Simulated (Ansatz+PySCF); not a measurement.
Values are calculated unless marked as measured or tabulated.
Input for PySCF 2.14.0:

```python
from pyscf import gto, scf, mp

# the (T+d) and (D+d) sets load through basis_set_exchange
mol = gto.M(atom="""
P 0.293850 0.000000 0.000000
H -0.097950 0.009990 1.399120
H -0.097950 -1.216670 -0.690900
H -0.097950 1.206670 -0.708210
""", basis={'H': 'cc-pvtz', 'P': 'cc-pv(t+d)z'}, charge=1, spin=1)
mf = scf.UHF(mol)
mf.kernel()
pt = mp.MP2(mf, frozen=5).run()
print(mf.e_tot, pt.e_corr, pt.e_tot)
```

The script is written out from the run's settings.

The run gave:

* Converged: yes
* Reference energy: -342.17074 hartree
* Correlation energy: -0.13072 hartree
* Total energy: -342.30146 hartree
* Spin squared of the determinant: 0.758
